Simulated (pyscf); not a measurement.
Optimised with ωB97X-D3(BJ)/def2-SVP in PySCF.

PBE/def2-TZVP puts the barrier of `[AsH2][GaH][AsH2]` + `[AsH3]` → `[AsH2][Ga]([AsH2])[AsH2]` + `[H][H]` (four-centre exchange; singlet surface; Ga–H, As–H broken, As–Ga, H–H formed) at 58.1 kJ/mol and the reaction energy at -48.6 kJ/mol, from the separated reactants. What do r²SCAN/def2-TZVP, PBE0-D3(BJ)/def2-TZVP, ωB97M-D3(BJ)/def2-TZVP give on the same structures?

r²SCAN: ΔE‡ = 57.7 kJ/mol, ΔE = -51.2 kJ/mol; PBE0-D3(BJ): ΔE‡ = 57.2 kJ/mol, ΔE = -53.1 kJ/mol; ωB97M-D3(BJ): ΔE‡ = 88.7 kJ/mol, ΔE = -41.2 kJ/mol. PBE's barrier matches one of them and lies within 30.6 kJ/mol of the others. Its reaction energy lies among theirs. On the reactant side the descent ends in a complex, 24.3 kJ/mol under the separated species and 90.1 kJ/mol under the saddle at ωB97X-D3(BJ)/def2-TZVP. At the saddle there is also a short Ga–H contact that neither side keeps. At ωB97X-D3(BJ)/def2-TZVP the barrier from the zero used here is 65.8 kJ/mol. One saddle was located; it need not be the lowest between these sides. Elements up to Kr have no core potential and no relativistic terms here.
